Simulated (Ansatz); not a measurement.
# [H···H···F], doublet: transfer scan

Starting geometry:

```xyz
3

H     0.0000    0.0000   -0.9603
H     0.0000    0.0000   -0.2153
F     0.0000    0.0000    1.1757
```

From there H2 is moved from one fragment to the other while all else, the fragments' distance too, stays fixed; atoms are numbered as listed. Energies are in kcal/mol, counted from the starting geometry at the same level.

Basis cc-pVTZ; Ansatz 0.2.0. Only valence electrons are correlated (noble-gas cores frozen). R marks a restricted (for open shells ROHF) determinant, U an unrestricted one. Active spaces: valence = (9e, 6o) chosen from the atoms' valence shells.

Runs in a small pair space aren't shown, since their orbitals change along the scan.

Full CI isn't at hand for all of this; UCCSDT(Q) serves as the reference, and is uncertain by about the last step of the cluster series. The frozen core follows each run's orbitals, which can shift R against U totals by a few meV.

```json
{"distance H1-H2 (Å)": "0.693", "UCCSDT(Q)": "2.4", "error RCCSD(T)": "-0.1", "error BCCD(T)": "0.0", "error UCCSDT": "0.0", "error RCCSDT(Q)": "0.0", "error NEVPT2 (valence space)": "0.5", "error MRCISD (valence space)": "-0.5"}
{"distance H1-H2 (Å)": "0.745", "UCCSDT(Q)": "0.0", "error RCCSD(T)": "0.0", "error BCCD(T)": "0.0", "error UCCSDT": "0.0", "error RCCSDT(Q)": "0.0", "error NEVPT2 (valence space)": "0.0", "error MRCISD (valence space)": "0.0"}
{"distance H1-H2 (Å)": "0.815", "UCCSDT(Q)": "-1.7", "error RCCSD(T)": "0.1", "error BCCD(T)": "0.0", "error UCCSDT": "0.1", "error RCCSDT(Q)": "0.0", "error NEVPT2 (valence space)": "-1.2", "error MRCISD (valence space)": "0.5"}
{"distance H1-H2 (Å)": "0.885", "UCCSDT(Q)": "-4.0", "error RCCSD(T)": "0.2", "error BCCD(T)": "0.1", "error UCCSDT": "0.1", "error RCCSDT(Q)": "0.0", "error NEVPT2 (valence space)": "-3.0", "error MRCISD (valence space)": "0.6"}
{"distance H1-H2 (Å)": "0.955", "UCCSDT(Q)": "-7.9", "error RCCSD(T)": "0.0", "error BCCD(T)": "0.1", "error UCCSDT": "0.1", "error RCCSDT(Q)": "0.0", "error NEVPT2 (valence space)": "-4.9", "error MRCISD (valence space)": "0.4"}
{"distance H1-H2 (Å)": "1.026", "UCCSDT(Q)": "-13.6", "error RCCSD(T)": "-0.1", "error BCCD(T)": "0.0", "error UCCSDT": "0.1", "error RCCSDT(Q)": "0.0", "error NEVPT2 (valence space)": "-6.2", "error MRCISD (valence space)": "0.0"}
{"distance H1-H2 (Å)": "1.096", "UCCSDT(Q)": "-19.8", "error RCCSD(T)": "-0.1", "error BCCD(T)": "-0.1", "error UCCSDT": "0.1", "error RCCSDT(Q)": "0.0", "error NEVPT2 (valence space)": "-6.9", "error MRCISD (valence space)": "-0.4"}
{"distance H1-H2 (Å)": "1.166", "UCCSDT(Q)": "-24.7", "error RCCSD(T)": "-0.2", "error BCCD(T)": "-0.1", "error UCCSDT": "0.1", "error RCCSDT(Q)": "0.0", "error NEVPT2 (valence space)": "-7.2", "error MRCISD (valence space)": "-0.8"}
{"distance H1-H2 (Å)": "1.236", "UCCSDT(Q)": "-25.8", "error RCCSD(T)": "-0.2", "error BCCD(T)": "-0.2", "error UCCSDT": "0.0", "error RCCSDT(Q)": "0.0", "error NEVPT2 (valence space)": "-7.3", "error MRCISD (valence space)": "-1.2"}
```

Errors are those of relative energies. In total energy the starting point itself misses UCCSDT(Q) by: RCCSD(T) 0.4, BCCD(T) 0.3, UCCSDT 0.1, RCCSDT(Q) 0.0, NEVPT2 (valence space) 26.6, MRCISD (valence space) 9.9 kcal/mol.

Spread of the error over the points with a reference, to 1.236 Å (largest less smallest): RCCSDT(Q) 0.0, UCCSDT 0.2, BCCD(T) 0.2, RCCSD(T) 0.4, MRCISD (valence space) 1.8, NEVPT2 (valence space) 7.8 kcal/mol.
